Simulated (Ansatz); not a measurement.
System: methanethiol, CH₄S, charge 0, multiplicity 1. 
Structure (B3LYP-D3(BJ)/def2-TZVP (Ansatz, a program for electronic structure) minimum search):
```xyz
6

C     -0.0402     1.1565     0.0077
S     -0.0524    -0.6664    -0.0048
H      1.2792    -0.8404     0.0008
H     -1.0838     1.4664     0.0045
H      0.4371     1.5427     0.9058
H      0.4463     1.5550    -0.8800
```
Charge 0, spin multiplicity 1.

Wanted: atomisation energy (electronic, to ground-state atoms), in eV. Cores are frozen in the correlated levels unless marked. UHF or UKS for open shells. Spin-orbit coupling is left out. No relativistic terms. The coupled-cluster limit lacks core correlation, which all-electron functionals hold. CBS marks a two-point X^-3 extrapolation of the correlation energy; Hartree-Fock from the larger set.

```tsv
level	program	atomisation energy (eV)	minus last row
RI-HF/aug-cc-pV(Q+d)Z	Ansatz	15.22	-5.36
MP2/def2-TZVPPD	Ansatz	20.16	-0.42
SCS-MP2/6-31G*	Ansatz	18.31	-2.27
SCS-MP2/def2-SVPD	Ansatz	19.57	-1.01
SCS-MP2/cc-pV(Q+d)Z	Ansatz	20.53	-0.05
CCSD/def2-SVP	Ansatz	19.23	-1.35
CCSD(T)/CBS(cc-pV(T+d)Z,cc-pV(Q+d)Z)	Ansatz	20.58	0.00
```
